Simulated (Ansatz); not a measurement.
**Worked example: the enthalpy of formation of C2H3N (SMILES [C-]#[N+]C)**

C2H3N has 6 atoms, charge 0, and is taken as a singlet. SMILES: `[C-]#[N+]C`. Geometry: relaxed at PBE0-D4/def2-TZVP.

```xyz
6

C     0.7994   -1.7232    0.8840
N     0.3552   -0.7658    0.3929
C    -0.1825    0.3934   -0.2018
H    -1.1308    0.1562   -0.6860
H     0.5109    0.7832   -0.9483
H    -0.3522    1.1562    0.5592
```

Total energies at PBE0/def2-SVPD (Ansatz 0.2.0); the atoms run unrestricted:

```tsv
species	state	energy (Eh)
C2H3N	singlet	-132.461275
C	triplet	-37.761463
N	quartet	-54.479894
H	doublet	-0.500291
```

Harmonic wavenumbers at PBE0-D4/def2-TZVP, in cm⁻¹: 287, 287, 988, 1142, 1142, 1448, 1483, 1483, 2269, 3066, 3146, 3146.

Measured heats of formation of the gaseous atoms at 298.15 K, in kJ/mol: C 716.9, N 472.4, H 218.0. Take 1 Eh = 2625.50 kJ/mol, 1 cm⁻¹ = 0.0119627 kJ/mol, RT = 2.479 kJ/mol.

Question: What heat of formation follows?

Answer: 
1. Electronic atomisation energy: 2 × (-37.761463) + (-54.479894) + 3 × (-0.500291) − (-132.461275) = 0.957582 Eh = 2514.1 kJ/mol.
2. Zero-point energy: half the sum of the wavenumbers, 9943.5 cm⁻¹ = 119.0 kJ/mol.
3. Thermal vibrational enthalpy, Σ hcν̃/(exp(hcν̃/kT) − 1): 2.5 kJ/mol. Translation, rotation and pV of a non-linear molecule: 4 RT = 9.9 kJ/mol.
4. The 6 free atoms carry 5/2 RT each: 37.2 kJ/mol.
5. Atomisation enthalpy at 298 K: 2514.1 − 119.0 − 2.5 − 9.9 + 37.2 = 2419.9 kJ/mol.
6. Sum of the atoms' heats of formation: 2560.2 kJ/mol. Heat of formation: 2560.2 − 2419.9 = +140.3 kJ/mol.

The tabulated value is +163.5 kJ/mol (CRC Handbook of Chemistry and Physics; in doubt: it may belong to another isomer, state or phase), so this level is off by -23.2 kJ/mol, or 1.0 % of the atomisation enthalpy that the table implies (2396.7 kJ/mol). Anharmonicity and any spin-orbit splitting of the molecule are left out.
